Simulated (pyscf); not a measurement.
Thermochemistry of product channels of GeH₄ (SMILES [GeH4]) + NH₂• (SMILES [NH2]) on the doublet surface, in kcal/mol, from ωB97M-D3(BJ)/def2-TZVP energies (ideal gas, 1 atm, RRHO with modes under 100 cm⁻¹ raised to 100, one conformer, R ln 2 for rigid chiral ones). Single points on ωB97X-D3(BJ)/def2-SVP structures (PySCF, gas phase).

```json
[
 {"products": "H₂N–GeH₂• (SMILES [NH2][GeH2]) + H₂ (SMILES [H][H])", "ΔE": "-22.3", "ΔH(298 K)": "-21.6", "ΔG(600 K)": "-21.1", "ΔG(900 K)": "-21.5"},
 {"products": "GeH₃• (SMILES [GeH3]) + NH₃ (SMILES N)", "ΔE": "-25.4", "ΔH(298 K)": "-21.9", "ΔG(600 K)": "-23.3", "ΔG(900 K)": "-23.8"},
 {"products": "•HN–GeH₃ (SMILES [NH][GeH3]) + H₂ (SMILES [H][H])", "ΔE": "+6.2", "ΔH(298 K)": "+4.1", "ΔG(600 K)": "+3.8", "ΔG(900 K)": "+2.8"}
]
```

These are energies of the channels, which say nothing of barriers. Elements up to Kr have no core potential and no relativistic terms here.
